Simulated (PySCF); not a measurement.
B: electron affinity

B⁻ [He] 2s2 2p2 (3P) → B [He] 2s2 2p1 (2P), as a difference of total energies. All numbers are calculated (PySCF 2.14, the spin-free X2C one-electron Hamiltonian (Gaussian nucleus), in aug-cc-pVTZ-DK). Correlated levels: valence: 1s2 frozen. The calculations carry no spin-orbit coupling.

| method | electron affinity (eV) |
| --- | --- |
| UHF | -0.307 |
| PBE | 0.607 |
| PBE0 | 0.471 |
| r2SCAN | 0.583 |
| B97-3 | 0.323 |
| M06-2X | 0.242 |
| r2SCAN0 | 0.471 |
| MP2 (valence) | 0.206 |
| SCS-MP2 (valence) | 0.059 |

**Question.** Estimate what LDA gives.

**Answer.** 0.729 eV, closest to PBE among the rows shown.

**Question.** Estimate what PBEsol gives.

**Answer.** 0.594 eV, closest to r2SCAN among the rows shown.

Errors of the correlated levels include the incompleteness of this basis and the frozen core.

A negative affinity means that the anion lies above the atom at that level of theory.

In the anion the highest occupied orbital energy is positive at LDA, PBE, PBE0, r2SCAN, B97-3, PBEsol, M06-2X, r2SCAN0, a self-interaction effect; the basis confines that electron, and the energy difference can still be sensible.

For comparison: 0.280 eV (measured; photodetachment measurements, as compiled on the Wikipedia data page of electron affinities).
